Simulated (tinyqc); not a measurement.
RKS/PBE0 in the sto-6g basis, for HF, spin multiplicity 1, step by step. One step of it, computed by the program tinyqc.

Question. Iteration 2: building the Kohn-Sham matrix. J_ij = sum D_kl (ij|kl), K_ij = sum D_kl (ik|jl); F = H + J - 0.125 K + V_xc; E = tr D H + tr D J / 2 - 0.0625 tr D K + E_xc + E_nn.

D after iteration 1, order 1F 1s, 1F 2s, 1F 2px, 1F 2py, 1F 2pz, 2H 1s:
$$\begin{pmatrix}
2.114747 & -0.494862 & 0.000000 & 0.000000 & -0.021353 & 0.039603 \\
-0.494862 & 2.136100 & 0.000000 & 0.000000 & 0.083511 & -0.232478 \\
0.000000 & 0.000000 & 2.000000 & 0.000000 & 0.000000 & 0.000000 \\
0.000000 & 0.000000 & 0.000000 & 2.000000 & 0.000000 & 0.000000 \\
-0.021353 & 0.083511 & 0.000000 & 0.000000 & 0.024572 & 0.194160 \\
0.039603 & -0.232478 & 0.000000 & 0.000000 & 0.194160 & 1.964082
\end{pmatrix}$$

core Hamiltonian H = T + V (hartree), order 1F 1s, 1F 2s, 1F 2px, 1F 2py, 1F 2pz, 2H 1s:
$$\begin{pmatrix}
-40.727802 & -9.079519 & 0.000000 & 0.000000 & -0.004393 & -0.290956 \\
-9.079519 & -10.696214 & 0.000000 & 0.000000 & -0.051987 & -0.797395 \\
0.000000 & 0.000000 & -8.520259 & 0.000000 & 0.000000 & 0.000000 \\
0.000000 & 0.000000 & 0.000000 & -8.520259 & 0.000000 & 0.000000 \\
-0.004393 & -0.051987 & 0.000000 & 0.000000 & -8.539512 & -0.622248 \\
-0.290956 & -0.797395 & 0.000000 & 0.000000 & -0.622248 & -3.194883
\end{pmatrix}$$

Two-electron integrals (ij|kl) in chemists' order, unique and non-zero (hartree):
```
(11|11) 5.406240   (21|11) 0.768129   (21|21) 0.138909   (22|11) 1.266271
(22|21) 0.283987   (22|22) 0.926367   (31|31) 0.029452   (32|31) 0.044681
(32|32) 0.204753   (33|11) 1.266273   (33|21) 0.283987   (33|22) 0.926366
(33|33) 0.998085   (41|41) 0.029452   (42|41) 0.044681   (42|42) 0.204753
(43|43) 0.053789   (44|11) 1.266273   (44|21) 0.283987   (44|22) 0.926366
(44|33) 0.890506   (44|44) 0.998085   (51|51) 0.029452   (52|51) 0.044681
(52|52) 0.204753   (53|53) 0.053789   (54|54) 0.053789   (55|11) 1.266273
(55|21) 0.283987   (55|22) 0.926366   (55|33) 0.890506   (55|44) 0.890506
(55|55) 0.998085   (61|11) 0.025931   (61|21) 0.004503   (61|22) 0.009032
(61|33) 0.009018   (61|44) 0.009018   (61|51) 0.000196   (61|52) 0.000388
(61|55) 0.009059   (61|61) 0.000148   (62|11) 0.080713   (62|21) 0.018446
(62|22) 0.069094   (62|33) 0.068118   (62|44) 0.068118   (62|51) 0.001330
(62|52) 0.010832   (62|55) 0.071047   (62|61) 0.000600   (62|62) 0.007073
(63|31) 0.001838   (63|32) 0.011208   (63|53) 0.002179   (63|63) 0.000931
(64|41) 0.001838   (64|42) 0.011208   (64|54) 0.002179   (64|64) 0.000931
(65|11) 0.062275   (65|21) 0.014405   (65|22) 0.057482   (65|33) 0.055351
(65|44) 0.055351   (65|51) 0.002660   (65|52) 0.018986   (65|55) 0.061745
(65|61) 0.000484   (65|62) 0.007205   (65|65) 0.008145   (66|11) 0.302635
(66|21) 0.070345   (66|22) 0.301951   (66|33) 0.296031   (66|44) 0.296031
(66|51) 0.004334   (66|52) 0.050610   (66|55) 0.313790   (66|61) 0.002285
(66|62) 0.044783   (66|65) 0.052212   (66|66) 0.774999
```

nuclear repulsion = 2.72771758 hartree

V_xc (hartree), order 1F 1s, 1F 2s, 1F 2px, 1F 2py, 1F 2pz, 2H 1s:
$$\begin{pmatrix}
-2.624788 & -0.317052 & 0.000000 & 0.000000 & -0.000855 & -0.011143 \\
-0.317052 & -0.656788 & 0.000000 & 0.000000 & -0.010799 & -0.043596 \\
0.000000 & 0.000000 & -0.687402 & 0.000000 & 0.000000 & 0.000000 \\
0.000000 & 0.000000 & 0.000000 & -0.687402 & 0.000000 & 0.000000 \\
-0.000855 & -0.010799 & 0.000000 & 0.000000 & -0.595506 & -0.035002 \\
-0.011143 & -0.043596 & 0.000000 & 0.000000 & -0.035002 & -0.394531
\end{pmatrix}$$

E_xc = sum of w rho eps_xc = -7.91471969 hartree

Give: Coulomb J; exchange K; Kohn-Sham matrix F; total energy of this density.

Answer.

Coulomb J (hartree), order 1F 1s, 1F 2s, 1F 2px, 1F 2py, 1F 2pz, 2H 1s:
$$\begin{pmatrix}
19.0568 & 3.3720 & 0.0000 & 0.0000 & 0.0151 & 0.1104 \\
3.3720 & 8.6878 & 0.0000 & 0.0000 & 0.1341 & 0.6635 \\
0.0000 & 0.0000 & 8.7466 & 0.0000 & 0.0000 & 0.0000 \\
0.0000 & 0.0000 & 0.0000 & 8.7466 & 0.0000 & 0.0000 \\
0.0151 & 0.1341 & 0.0000 & 0.0000 & 8.5701 & 0.5686 \\
0.1104 & 0.6635 & 0.0000 & 0.0000 & 0.5686 & 3.9373
\end{pmatrix}$$

exchange K (hartree), order 1F 1s, 1F 2s, 1F 2px, 1F 2py, 1F 2pz, 2H 1s:
$$\begin{pmatrix}
11.0882 & 1.7140 & 0.0000 & 0.0000 & 0.0020 & 0.0604 \\
1.7140 & 2.8030 & 0.0000 & 0.0000 & 0.1038 & 0.2244 \\
0.0000 & 0.0000 & 2.5581 & 0.0000 & 0.0000 & 0.0000 \\
0.0000 & 0.0000 & 0.0000 & 2.5581 & 0.0000 & 0.0000 \\
0.0020 & 0.1038 & 0.0000 & 0.0000 & 0.7265 & 0.1920 \\
0.0604 & 0.2244 & 0.0000 & 0.0000 & 0.1920 & 1.5417
\end{pmatrix}$$

Kohn-Sham matrix F (hartree), order 1F 1s, 1F 2s, 1F 2px, 1F 2py, 1F 2pz, 2H 1s:
$$\begin{pmatrix}
-25.6818 & -6.2388 & 0.0000 & 0.0000 & 0.0096 & -0.1992 \\
-6.2388 & -3.0156 & 0.0000 & 0.0000 & 0.0583 & -0.2055 \\
0.0000 & 0.0000 & -0.7808 & 0.0000 & 0.0000 & 0.0000 \\
0.0000 & 0.0000 & 0.0000 & -0.7808 & 0.0000 & 0.0000 \\
0.0096 & 0.0583 & 0.0000 & 0.0000 & -0.6557 & -0.1126 \\
-0.1992 & -0.2055 & 0.0000 & 0.0000 & -0.1126 & 0.1551
\end{pmatrix}$$

total energy of this density = -99.012495 hartree
